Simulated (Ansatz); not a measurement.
Results of G0W0@PBEsol (plane waves, hard PAW, contour deformation; Ansatz, a first-principles code) for PbO (Pbcm, No. 57).

The same calculation (at the measured cell, 19.222 Å³/atom) with different numerical settings; throughout: k mesh 2×2×2:

| run | response cutoff (eV) | empty bands | quasiparticle gap on the mesh (eV) | quasiparticle gap at Γ (eV) | rough time |
|---|---|---|---|---|---|
| 1 | 70 | 376 | 3.188 | 4.061 | 10 core-min |
| 2 | 105 | 690 | 3.256 | 4.126 | 20 core-min |
| 3 | 140 | 1063 | 3.316 | 4.187 | 50 core-min |
| 4 | 175 | 1485 | 3.360 | 4.235 | 90 core-min |
| 5 | 210 | 1952 | 3.390 | 4.268 | 2 core-h |

In the column quasiparticle gap at Γ (eV) the first row differs from the last by -0.207 and the next to last by -0.033.

The last row is no converged limit: other settings stay fixed.

Spin–orbit coupling is not included.

Note: filled d or f shells below the valence bands can shift G0W0 gaps through exchange with them, which wasn't tested here.
